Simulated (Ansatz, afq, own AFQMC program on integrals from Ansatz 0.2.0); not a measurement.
Two steps: Ansatz 0.2.0 writes the Fock matrix and Cholesky factors of the valence space, and afq projects on them the lowest state that overlaps trial and start.

```yaml
crystal:
  periodic: [false, false, false]
  atoms:
    - {symbol: Ge, position_ang: [0.000000, 0.000000, 0.080265]}
    - {symbol: C, position_ang: [0.000000, 0.000000, -1.701841]}
    - {symbol: H, position_ang: [0.000000, 0.000000, 1.621576]}
basis:
  gaussian: {orbitals: cc-pVDZ}
magnetization: {spin_polarized: false, initial_magnetization: 1}
correlation: {method: ccsd_t, electrons: outside_noble_gas, hamiltonian_folder: ham}
```

```sh
$ ansatz run in.yaml --threads 1 --pin off --events-out ev --progress --plain --max-ram 1382MiB
```

Options of the walk:

```
--method phaseless --trial cisd --walkers 20 --populations 1 --least-time 40 --time-step 0.5 --steps-per-block 5 --equilibration-blocks 10 --max-blocks 100 --target-error 0.00072 --factor-cut 1e-05 --start determinant --seed 6184 --release-times 0.3,0.6,0.9,1.2 --release-step 0.05 --release-every 8 --taylor-order 6
```

Times are imaginary, in 1/Eh. The walk had a cap of 90 s. Filled inner d shells are frozen with the cores.

```
orbitals 31  electrons 5 4  factors 237 of 504
reference energy -2113.54653184 Eh
CCSD correlation -0.23213315 Eh in 15 cycles, weight of the determinant in the CISD state 0.8333
energy of the start -2113.778665 Eh
 block  time / (1/Eh)  mean weight  energy / Eh
     1     2.500  1.0287  -2113.790997
     2     5.000  0.9782  -2113.784662
     3     7.500  1.1116  -2113.790884
     4    10.000  0.7867  -2113.785914
     5    12.500  0.7217  -2113.805577
     8    20.000  1.0425  -2113.777435
    11    27.500  0.8687  -2113.790291
    17    42.500  1.1038  -2113.790133
    23    57.500  0.9871  -2113.806884
    29    72.500  0.9646  -2113.792031
    35    87.500  1.1864  -2113.781366
    41   102.500  0.8886  -2113.789288
    45   112.500  1.1161  -2113.772945
    47   117.500  1.0410  -2113.780411
    53   132.500  0.9940  -2113.791529
    59   147.500  1.1804  -2113.791352
    65   162.500  1.1831  -2113.786987
    71   177.500  0.7226  -2113.800152
    77   192.500  0.7982  -2113.803723
    79   197.500  0.8418  -2113.840563
    83   207.500  0.9404  -2113.812211
    89   222.500  1.3489  -2113.796173
    95   237.500  1.0182  -2113.793755
   101   252.500  0.8416  -2113.787061
   107   267.500  0.8116  -2113.789398
   109   272.500  1.0443  -2113.787519
blocks merged  error / Eh  count
     1  0.001687  100
     2  0.001800  50
     4  0.002039  25
     8  0.002044  12
energy -2113.792644 +/- 0.002039 Eh
(rows thinned)
```

The run passed its tests (sampling time, drift between the halves within three errors, error under three times the target), which doesn't prove that it has relaxed.

Against this walk (error 55.5 meV) on the same determinant: CCSD(T) 17.4 meV lower (within the noise), CCSDT(Q) 96.8 meV lower (within the noise). The error is statistical and leaves out the bias of the constraint. None of these is a sure reference here.

A setting was made bad on purpose (time step too long), so the walk's energy isn't to be trusted.

Cautions: constraint bias not in the error; walkers die often; error above the target (55.5 against 19.6 meV); no relativity below Rb; no spin-orbit coupling; inner d shell frozen; higher spins were not checked; a spin-contaminated unrestricted determinant lies lower (UHF 428 meV lower, ⟨S²⟩ 2.17); (T) is large, 6 % of the CCSD correlation; so few walkers bias the energy; the time-step error isn't removed.

CCSDT and higher add their correlation energy to the determinant of the CCSD(T) run, since their own runs factorise the integrals more tightly (a shift of under 2 meV). A walk keeps the symmetry of its determinant, which the program's search chose and which needn't be the lowest solution, so a lower state of the same spin and another symmetry isn't excluded.
